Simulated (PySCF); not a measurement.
## Continuum solvent and chemical shifts

Geometry (Å), atoms numbered from 1 in this order:
```xyz
11

O     2.0070   -0.0207   -0.6524
C     0.9221   -0.6339   -0.0175
C    -0.3803   -0.0493   -0.4864
O    -0.5885    1.3245   -0.0912
C    -1.4162    0.3755    0.4484
F    -1.2599    0.1411    1.7652
H     1.9559    0.9204   -0.4471
H     0.9507   -1.7038   -0.2784
H     0.9775   -0.5594    1.0838
H    -0.6500   -0.2480   -1.5326
H    -2.4819    0.4273    0.1895
```

GIAO PBE0/pcSseg-1 in PySCF 2.14 on one PBE0-D3(BJ)/def2-SVP conformer, non-relativistic, equivalent nuclei averaged. Solvents enter as an IEF-PCM continuum (benzene with ε = 2.3, chloroform with ε = 4.7) around the gas-phase geometry. Shifts are referred to TMS, CFCl3 computed in the same medium.

Gas phase, δ in ppm: C5 90.4, C2 61.3, C3 55.7, F6 -179.4, H11 5.32, H8 3.73, H9 3.64, H10 2.69, H7 0.59. Dipole moment 1.82 D.

Problem. How does each δ change in the continuum?

Solution. 
```
atoms                         environment  Δδ, benzene  Δδ, chloroform
   C5                 epoxide ring carbon         +0.5            +0.9
   C2                 sp3 CH2 bonded to O         +0.4            +0.7
   C3                 epoxide ring carbon         +0.7            +1.1
   F6           fluorine on an sp3 carbon         -1.2            -1.8
  H11  hydrogen on an epoxide ring carbon        +0.15           +0.24
   H8  hydrogen on an sp3 CH2 bonded to O        +0.10           +0.15
   H9  hydrogen on an sp3 CH2 bonded to O         0.00            0.00
  H10  hydrogen on an epoxide ring carbon        +0.15           +0.24
   H7       hydrogen on an alcohol oxygen        +0.30           +0.47
```

Changes are relative to the gas phase. The dipole moment becomes 2.01 D in benzene, 2.14 D in chloroform.

Problem. Which nuclei move most (in ppm), and what does the model miss?

Solution. F6 (fluorine on an sp3 carbon, -1.8 ppm) in chloroform. A continuum only polarises the solute; specific hydrogen bonds, the anisotropy of aromatic solvents and changes of geometry or conformer are outside it.
